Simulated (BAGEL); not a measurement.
# AlH2ClO (SMILES [OH][AlH][Cl]) at 3 levels

Aim: a comparison of 3 runs (B3LYP/aug-cc-pVDZ, PBE0/aug-cc-pVDZ, RI-MP2/aug-cc-pVDZ) of AlH2ClO. 

The calculation is run with BAGEL 1.2.2.

17 further runs of the same task are left out: 4 that didn't finish, 13 set aside as unsound or not needed.

## (1) The system as given

The species is AlH2ClO (5 atoms), meant as a singlet with charge 0. SMILES: `[OH][AlH][Cl]`. The coordinates come from a PBE0-D4/def2-TZVP relaxation. This is one conformer, not always the lowest.

Bond lengths: O1–Al2 1.684 Å, Al2–Cl3 2.096 Å, O1–H4 0.956 Å, Al2–H5 1.563 Å. Angles: O1–Al2–Cl3 119.8°, O1–Al2–H5 119.3°, Cl3–Al2–H5 120.9°, Al2–O1–H4 124.3°.

## (2) A single-point energy at B3LYP/aug-cc-pVDZ (density fitting with qzvpp-jkfit) (run 1)

The input, calc.json:

```json
{ "bagel" : [

{
  "title" : "molecule",
  "basis" : "aug-cc-pvdz.json",
  "df_basis" : "qzvpp-jkfit",
  "angstrom" : true,
  "geometry" : [
    { "atom" : "O", "xyz" : [      -1.110100,       0.370900,      -0.514400 ] },
    { "atom" : "Al", "xyz" : [       0.431000,       0.184900,       0.137500 ] },
    { "atom" : "Cl", "xyz" : [       1.114900,      -1.725400,       0.662800 ] },
    { "atom" : "H", "xyz" : [      -1.719500,      -0.349100,      -0.669500 ] },
    { "atom" : "H", "xyz" : [       1.333500,       1.445000,       0.342200 ] }
  ]
},

{
  "title" : "ks",
  "xc_func" : "b3lyp"
},

{
  "title" : "print",
  "file" : "orbitals.molden",
  "orbitals" : true
}

]}
```

The basis set aug-cc-pVDZ is read from a file made from the Basis Set Exchange's data (not shown).

Command:

```sh
$ BAGEL_NUM_THREADS=1 BAGEL calc.json > calc.out
```

Log:

```text
* using 1 threads per process

  ===============================================================
  ===============================================================

  *** Geometry ***

  { "atom" : "O", "xyz" : [     -2.097785,      0.700899,     -0.972075 ] },
  { "atom" : "Al", "xyz" : [      0.814472,      0.349410,      0.259837 ] },
  { "atom" : "Cl", "xyz" : [      2.106856,     -3.260533,      1.252510 ] },
  { "atom" : "H", "xyz" : [     -3.249384,     -0.659703,     -1.265172 ] },
  { "atom" : "H", "xyz" : [      2.519950,      2.730654,      0.646664 ] },

  Number of auxiliary basis functions:      369

  Since a DF basis is specified, we compute 2- and 3-index integrals:
    o Being stored without compression. Storage requirement is 0.027 GB

  Number of basis functions:       95
  Number of electrons      :       40

    * METHOD: MOLECULE                             0.14

  *** Kohn-Sham DFT ***

    * Removing 7593 points whose weight is below 1.00e-10
    * Grid points: 66937

  === Nuclear Repulsion ===
   129.3015907697

       - DIIS with orbital gradients will be used.

  === KS iteration (b3lyp / aug-cc-pvdz.json) ===
      0       -764.14541766          0.07685658           0.26
      1       -748.48450174          0.17736130           0.25
      2       -768.92019484          0.07459670           0.24
[... 16 lines of this table left out ...]
     19       -779.22808609          0.00000000           0.24
    * SCF iteration converged.

    * Permanent dipole moment:
           (    0.248934,    -0.001209,     0.101307) a.u.

    * METHOD: KS                                   5.24

    * METHOD: PRINT                                0.02

  ===============================================================
```

Wall time 5.7 s (1 thread of Arm Neoverse V1, shared host); peak memory 0.31 GiB.

## (3) The energy at PBE0/aug-cc-pVDZ (density fitting with qzvpp-jkfit) (run 2)

The input, calc.json:

```json
{ "bagel": [

{
  "title": "molecule",
  "basis": "aug-cc-pvdz.json",
  "df_basis": "qzvpp-jkfit",
  "angstrom": "true",
  "geometry": [
    { "atom": "O", "xyz": [   -1.110100,    0.370900,   -0.514400 ] },
    { "atom": "Al", "xyz": [    0.431000,    0.184900,    0.137500 ] },
    { "atom": "Cl", "xyz": [    1.114900,   -1.725400,    0.662800 ] },
    { "atom": "H", "xyz": [   -1.719500,   -0.349100,   -0.669500 ] },
    { "atom": "H", "xyz": [    1.333500,    1.445000,    0.342200 ] }
  ]
},
{
  "title": "ks",
  "xc_func": "pbe0"
},
{
  "title": "print",
  "file": "orbitals.molden",
  "orbitals": "true"
}

]}
```

The basis set aug-cc-pVDZ is read from a file made from the Basis Set Exchange's data (not shown).

Command:

```sh
$ BAGEL_NUM_THREADS=1 BAGEL calc.json > calc.out
```

Log:

```text
* using 1 threads per process

  ===============================================================
  ===============================================================

  *** Geometry ***

  { "atom" : "O", "xyz" : [     -2.097785,      0.700899,     -0.972075 ] },
  { "atom" : "Al", "xyz" : [      0.814472,      0.349410,      0.259837 ] },
  { "atom" : "Cl", "xyz" : [      2.106856,     -3.260533,      1.252510 ] },
  { "atom" : "H", "xyz" : [     -3.249384,     -0.659703,     -1.265172 ] },
  { "atom" : "H", "xyz" : [      2.519950,      2.730654,      0.646664 ] },

  Number of auxiliary basis functions:      369

  Since a DF basis is specified, we compute 2- and 3-index integrals:
    o Being stored without compression. Storage requirement is 0.027 GB

  Number of basis functions:       95
  Number of electrons      :       40

    * METHOD: MOLECULE                             0.14

  *** Kohn-Sham DFT ***

    * Removing 7593 points whose weight is below 1.00e-10
    * Grid points: 66937

  === Nuclear Repulsion ===
   129.3015907697

       - DIIS with orbital gradients will be used.

  === KS iteration (pbe0 / aug-cc-pvdz.json) ===
      0       -763.79913149          0.07662210           0.24
      1       -747.42825755          0.18123188           0.23
      2       -768.90000234          0.07123102           0.23
[... 16 lines of this table left out ...]
     19       -778.84263903          0.00000001           0.23
    * SCF iteration converged.

    * Permanent dipole moment:
           (    0.249787,    -0.005782,     0.102244) a.u.

    * METHOD: KS                                   4.98

    * METHOD: PRINT                                0.02

  ===============================================================
```

Wall time 5.4 s (1 thread of Arm Neoverse V1, shared host); peak memory 0.31 GiB.

## (4) The energy at RI-MP2/aug-cc-pVDZ (density fitting with qzvpp-jkfit) (run 3)

The input, input.json:

```json
{ "bagel": [

{
  "title": "molecule",
  "basis": "aug-cc-pvdz.json",
  "df_basis": "qzvpp-jkfit",
  "angstrom": true,
  "geometry": [
    { "atom": "O", "xyz": [   -1.110100,    0.370900,   -0.514400 ] },
    { "atom": "Al", "xyz": [    0.431000,    0.184900,    0.137500 ] },
    { "atom": "Cl", "xyz": [    1.114900,   -1.725400,    0.662800 ] },
    { "atom": "H", "xyz": [   -1.719500,   -0.349100,   -0.669500 ] },
    { "atom": "H", "xyz": [    1.333500,    1.445000,    0.342200 ] }
  ]
},
{
  "title": "hf"
},
{
  "title": "mp2",
  "ncore": 11
}

]}
```

The basis set aug-cc-pVDZ is read from a file made from the Basis Set Exchange's data (not shown).

Command:

```sh
$ BAGEL_NUM_THREADS=1 BAGEL input.json > input.out
```

Log:

```text
* using 1 threads per process

  ===============================================================
  ===============================================================

  *** Geometry ***

[... 29 lines left out ...]
    * SCF iteration converged.
[... 1 line left out ...]
    * Permanent dipole moment:
[... 2 lines left out ...]
    * METHOD: HF                                   0.73

  *** RHF ***

  === Nuclear Repulsion ===
   129.3015907697

      * DIIS with orbital gradients will be used.

  === RHF iteration (aug-cc-pvdz.json) ===
      0       -777.59205682          0.00000000           0.04
    * SCF iteration converged.

    * Permanent dipole moment:
           (    0.241483,     0.008850,     0.096919) a.u.

  === DF-MP2 calculation ===

    * freezing 11 orbitals
    * 3-index integral transformation done
    * assembly done

      MP2 correlation energy:   -0.4145355962      0.02

      MP2 total energy:       -778.0065924170

    * METHOD: MP2                                  0.12

  ===============================================================
```

It took 1.1 s on 1 thread of Arm Neoverse V1, shared host; peak memory 0.1 GiB.

## (5) The series

```tsv
run	level	frozen core orbitals	energy (Eh)	dipole moment (D)	HOMO energy (eV)	LUMO energy (eV)	wall time
1	B3LYP/aug-cc-pVDZ (density fitting with qzvpp-jkfit)	–	-779.228086	0.68	-8.88	-1.13	5.7 s
2	PBE0/aug-cc-pVDZ (density fitting with qzvpp-jkfit)	–	-778.842639	0.69	-9.15	-0.92	5.4 s
3	RI-MP2/aug-cc-pVDZ (density fitting with qzvpp-jkfit)	11	-778.006592	–	–	–	1.1 s
```

## (6) Outcome

| quantity | value |
| --- | --- |
| run 3: total energy | -778.00659 Eh |
| run 3: correlation energy (11 core orbitals frozen) | -414.5 mEh |

**Reading.** Totals of different functionals can't be ranked against each other. All runs together took 12 s, the longest 5.7 s.
